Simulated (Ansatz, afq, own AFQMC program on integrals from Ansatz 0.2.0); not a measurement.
AFQMC on a folder of integrals that Ansatz 0.2.0 wrote.

```yaml
crystal:
  periodic: [false, false, false]
  atoms:
    - {symbol: Si, position_ang: [0.000000, -0.035961, 1.165412]}
    - {symbol: Al, position_ang: [0.000000, -0.011793, -1.224879]}
    - {symbol: H, position_ang: [0.000000, 1.317723, 0.315431]}
basis:
  gaussian: {orbitals: cc-pVDZ}
total_charge: 1
magnetization: {spin_polarized: false, initial_magnetization: 1}
correlation: {method: ccsd_t, electrons: outside_noble_gas, hamiltonian_folder: ham}
```

```sh
$ ansatz run in.yaml --threads 1 --pin off --events-out ev --progress --plain --max-ram 24576MiB --backend cuda --devices 0, --max-vram 18GiB
```

Options of the walk:

```
--method phaseless --trial hf --walkers 4000 --populations 20 --least-time 40 --time-step 0.005 --steps-per-block 20 --equilibration-blocks 112 --max-blocks 4000 --target-error 0.0008 --factor-cut 1e-05 --start spin_pure --seed 3878 --taylor-order 6
```

Times are imaginary, in 1/Eh. The walk had a cap of 49 s. With eight or more populations the least sampling time is a fifth of least-time, and the error comes from their spread.

Output of the walk:

```
orbitals 31  electrons 4 3  factors 228 of 411
reference energy -531.08410930 Eh
CCSD correlation -0.15147503 Eh in 14 cycles, weight of the determinant in the CISD state 0.8502
energy of the start -531.084109 Eh
 block  time / (1/Eh)  mean weight  energy / Eh
     1     0.100  1.0004  -531.102098
     2     0.200  1.0005  -531.117344
     3     0.300  1.0006  -531.130828
     4     0.400  1.0006  -531.142239
     5     0.500  1.0006  -531.151485
    10     1.000  1.0004  -531.185190
    31     3.100  1.0002  -531.232646
    37     3.700  1.0002  -531.235296
    67     6.700  1.0001  -531.239267
    97     9.700  1.0000  -531.242078
   127    12.700  0.9998  -531.240193
   157    15.700  1.0003  -531.242240
   169    16.900  1.0002  -531.244371
   187    18.700  0.9997  -531.241690
   217    21.700  1.0000  -531.239612
   247    24.700  1.0002  -531.242042
   259    25.900  1.0001  -531.240360
error from the spread of 20 populations
energy -531.241089 +/- 0.000768 Eh
(rows thinned)
```

The run passed its tests (sampling time, drift between the halves within three errors, error under three times the target), which doesn't prove that it has relaxed.

Against this walk (error 20.9 meV) on the same determinant: CCSD(T) 41.1 meV lower (within the noise), CCSDT(Q) 100.1 meV lower, CCSDTQ 101.8 meV lower, full CI 102.2 meV lower, a separate phaseless walk with a CISD trial and standard settings 66.6 ± 21.3 meV lower. The error is statistical and leaves out the bias of the constraint. Full CI is exact here, so the walk's 102 meV above it is the walk's own error: the bias of the constraint with this trial.

Cautions: constraint bias not in the error; a spin-contaminated unrestricted determinant lies lower (UHF 200 meV lower, ⟨S²⟩ 1.11); the search met a lower determinant of the same kind, perhaps of another symmetry (94 meV lower), and this one is a saddle point.

The walk took 20 s on 1 × NVIDIA H100 80GB HBM3 with 2 threads of AMD EPYC 7R13 Processor (Zen 3), with other jobs on the host (the card was shared). The log's last line is the phaseless energy.

CCSDT and higher add their correlation energy to the determinant of the CCSD(T) run, since their own runs factorise the integrals more tightly (a shift of under 2 meV). A walk keeps the symmetry of its determinant, which the program's search chose and which needn't be the lowest solution, so a lower state of the same spin and another symmetry isn't excluded.
